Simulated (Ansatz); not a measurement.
**CN (doublet): geometry optimisation**

Where does this start of CN (doublet) end when it is relaxed?

Method: UKS PBE0/def2-TZVP; program: Ansatz 0.2.0, Gaussian basis.

## Step 1: Where the work starts

2 atoms, charge 0, spin multiplicity 2.

Atoms are counted from 1 here; the program's logs count them from 0.

Bond lengths: N1–C2 1.367 Å.

The start is set by covalent radii. Sticks and bond lists go by distance. 

## Step 2: Relaxation

in.yaml reads:

```yaml
crystal:
  periodic: [false, false, false]
  atoms:
    - {symbol: N, position_ang: [0.000000, 0.000000, 0.000000]}
    - {symbol: C, position_ang: [0.000000, 0.000000, 1.367100]}
basis:
  gaussian: {orbitals: def2-TZVP}
magnetization: {spin_polarized: true, initial_magnetization: 1}
hamiltonian: {xc: pbe0}
relax: {f_tol: 0.004, max_steps: 80}
```

Command:

```sh
> ansatz run in.yaml --threads 1 --pin off --events-out ev --progress --plain --max-ram 1740MiB
```

Before running it: what results should come out? Wanted: energy gained; shift from the start; total energy; dipole moment; ⟨S²⟩.

The runs gave:

| quantity | value |
| --- | --- |
| steps | 6 |
| energy gained | 1.533 eV |
| shift from the start (rms) | 0.104 Å |
| total energy | -2520.6917 eV |
| dipole moment | 1.49 D |
| ⟨S²⟩ | 0.764 |

In words: The bonds of the start are those of the end. N1–C2 went from 1.367 to 1.160 Å. No vibrations were run, so this is a stationary point, not a proven minimum, and this spin need not be the ground state's.
